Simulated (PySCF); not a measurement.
# How the method moves the bond dissociation enthalpies of vinyl chloride

Structure: `C=CCl` (C2H3Cl). Atom numbers as in the mapped SMILES `[CH2:1]=[CH:2][Cl:3]`.

All levels share the PBE0-D3(BJ)/def2-SVP structures and the PBE0-D3(BJ)/def2-SVP thermal terms; only the single-point energies (PySCF) change. Values are bond dissociation enthalpies (298 K, kJ/mol).

| level | C2–H | C1–H |
| --- | --- | --- |
| HF/def2-TZVP | 342 | 352 |
| OPBE/def2-TZVP | 428 | 451 |
| M06-L/def2-TZVP (grid 3) | 428 | 447 |
| PBE0-D3(BJ)/def2-SV(P) | 431 | 450 |
| PBE-D3(BJ)/def2-TZVP | 431 | 452 |
| HSE06/def2-TZVP | 433 | 452 |
| BLYP-D3(BJ)/def2-TZVP | 434 | 453 |
| PBE0-D3(BJ)/def2-TZVP | 436 | 455 |
| PBE0-D3(BJ)/ma-def2-TZVP | 436 | 454 |
| PBE0-D3(BJ)/cc-pVDZ | 436 | 452 |
| LC-ωPBE/def2-TZVP | 436 | 454 |
| PBE0-D3(BJ)/def2-TZVPP | 437 | 455 |
| PBE0-D3(BJ)/aug-cc-pVDZ | 437 | 452 |
| PBE0-D3(BJ)/jun-cc-pV(T+d)Z | 437 | 455 |
| PBE0-D3(BJ)/def2-SVP | 437 | 456 |
| B97-2/def2-TZVP | 437 | 458 |
| PBE0-D3(BJ)/pcseg-2 | 438 | 455 |
| PBE0-D3(BJ)/aug-cc-pVTZ | 438 | 455 |
| PBE0-D3(BJ)/cc-pVTZ | 438 | 455 |
| PBE0-D3(BJ)/aug-pcseg-1 | 439 | 455 |
| PBE0-D3(BJ)/ma-def2-SVP | 440 | 455 |
| M06/def2-TZVP (grid 3) | 440 | 454 |
| PBE0-D3(BJ)/6-311++G(2d,2p) | 440 | 456 |
| TPSS-D3(BJ)/def2-TZVP (grid 3) | 440 | 459 |
| PBE0-D3(BJ)/6-311+G** | 440 | 455 |
| PBE0-D3(BJ)/pcseg-1 | 441 | 455 |
| PBE0-D3(BJ)/def2-SVPD | 441 | 457 |
| PBE0-D3(BJ)/6-31+G* | 441 | 456 |
| TPSSh-D3(BJ)/def2-TZVP (grid 3) | 442 | 460 |
| PBE0-D3(BJ)/6-31G* | 443 | 458 |
| BP86-D3(BJ)/def2-TZVP | 443 | 463 |
| B3LYP-D3(BJ)/def2-TZVP | 444 | 462 |
| CAM-B3LYP-D3(BJ)/def2-TZVP | 447 | 465 |
| M06-2X/def2-TZVP (grid 3) | 449 | 463 |
| ωB97X-D3(BJ)/def2-TZVP | 451 | 468 |
| ωB97M-D3(BJ)/def2-TZVP (grid 3) | 455 | 470 |
| PBE0-D3(BJ)/6-31G | 458 | 456 |
| LDA/def2-TZVP | 476 | 502 |

Hartree-Fock leaves out electron correlation, so its bond energies come out too low, often by 100 kJ/mol or more.

The widest spread is that of C1–H: 150 kJ/mol, from 352 to 502.

Known limits: spin-orbit coupling is left out of the energies, which matters for open shells on the heavier atoms.
